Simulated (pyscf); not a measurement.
Four-centre exchange: H₃C–Al(OH)–OH + borane (BH₃) → H₂B–CH₂–Al(OH)–OH + hydrogen (H₂)

Gas phase, singlet surface, charge 0. Bonds broken: C2–H5, B10–H11. Bonds formed: C2–B10, H5–H11. Single points on ωB97X-D3(BJ)/def2-SVP structures (PySCF, gas phase).

Transition state (Å):

```xyz
13

Al    -1.2619    -0.0842    -0.5963
C      0.2987     0.7068     0.2600
O     -1.2528    -1.2934    -1.7899
O     -2.7462     0.5445    -0.0596
H     -0.5764     1.3195     1.2383
H      0.6632     1.5614    -0.3333
H      1.0848    -0.0628     0.2319
H     -0.5139    -1.7601    -2.1822
H     -3.6269     0.2899    -0.3403
B      0.4379     1.0832     1.9845
H     -0.6734     1.6769     2.2648
H      0.3774     0.0461     2.6038
H      1.3011     1.9077     2.1598
```

One imaginary mode, 1145i cm⁻¹; descent along it reached the two sides named.

```tsv
bond	change	reactant side (Å)	saddle	product side
C2–H5	breaks	1.104	1.449	3.6
B10–H11	breaks	1.208	1.291	3.3
C2–B10	forms	2.8	1.771	1.520
H5–H11	forms	2.380	1.091	0.758
```

Electronic energies relative to the separated reactants (eV):

```csv
level,barrier,reaction energy,reverse barrier
ωB97X-D3(BJ)/def2-TZVP,0.72,-0.31,1.03
PBE/def2-TZVP,0.34,-0.39,0.73
r²SCAN/def2-TZVP,0.46,-0.39,0.86
B3LYP-D3(BJ)/def2-TZVP,0.75,-0.29,1.04
PBE0-D3(BJ)/def2-TZVP,0.42,-0.36,0.78
M06-2X/def2-TZVP,0.73,-0.31,1.05
ωB97M-D3(BJ)/def2-TZVP,0.70,-0.29,0.99
HF/def2-TZVP,1.83,+0.07,1.76
```

With ωB97M-D3(BJ)/def2-TZVP energies and thermal terms (ideal gas, 1 atm, RRHO with modes under 100 cm⁻¹ raised to 100, one conformer, R ln 2 for chiral ones without a mode under 150 cm⁻¹), in eV:

```
T (K)   ΔH‡   ΔG‡     ΔH     ΔG
-----  ----  ----  -----  -----
298    0.72  1.20  -0.39  -0.29
600    0.72  1.68  -0.34  -0.20
900    0.74  2.17  -0.30  -0.14
1200   0.76  2.64  -0.27  -0.09
```

At the saddle there is also a short B–H contact that neither side keeps. This is the saddle that the search found; another between the same sides may lie lower.
